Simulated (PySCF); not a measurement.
Molecule: `O`, H2O.

Geometry:
```csv
atom,x (Å),y (Å),z (Å)
O1,-0.041,0.397,0.000
H2,-0.730,-0.276,0.000
H3,0.771,-0.120,0.000
```

Geometry PBE0-D3(BJ)/def2-SVP throughout; GIAO in PySCF 2.14.0 with density-fitted response routines, gas phase, one conformer, non-relativistic; equivalent atoms averaged; functional PBE0.

(1) How do the absolute shieldings σ depend on the basis set? (ppm; last column core-seconds on shared hosts with different chips, so compare them loosely)

(2) Which nucleus moves most, in ppm?

(3) Taking the largest basis, pcSseg-3 (138 functions), as the yardstick, rank the others by their worst heavy-atom deviation.

Results:

(1) 
```
    basis set  functions     O1  H2/H3  core-s
       STO-3G          7  341.7  33.75     0.5
        6-31G         13  318.5  32.83     0.9
     pcSseg-0         13  337.9  32.81     0.7
       6-31G*         18  324.2  32.13     1.1
     def2-SVP         24  343.0  31.55     1.1
      cc-pVDZ         24  343.3  31.73       1
     pcSseg-1         27  334.6  30.97     1.1
6-311+G(2d,p)         39  326.6  31.66     1.6
  aug-cc-pVDZ         41  335.9  31.47     1.1
    def2-TZVP         43  332.6  31.62     1.7
     IGLO-III         55  327.2  31.31     1.4
      cc-pVTZ         58  334.8  31.23     1.3
     pcSseg-2         64  328.1  30.91     0.5
     pcSseg-3        138  326.4  30.82     3.7
```

(2) O1 (oxygen bonded to 2 H): from 318.5 ppm with 6-31G to 343.3 ppm with cc-pVDZ. The smallest spread is 2.93 ppm, at H2/H3.

(3) 6-311+G(2d,p) 0.1 ppm (39 functions), IGLO-III 0.8 ppm (55 functions), pcSseg-2 1.7 ppm (64 functions), 6-31G* 2.3 ppm (18 functions), def2-TZVP 6.1 ppm (43 functions), 6-31G 8.0 ppm (13 functions), pcSseg-1 8.1 ppm (27 functions), cc-pVTZ 8.4 ppm (58 functions), aug-cc-pVDZ 9.5 ppm (41 functions), pcSseg-0 11.4 ppm (13 functions), STO-3G 15.3 ppm (7 functions), def2-SVP 16.6 ppm (24 functions), cc-pVDZ 16.9 ppm (24 functions).

A small basis that lands close on one nucleus may do so by chance; judge by the trend and by all nuclei.
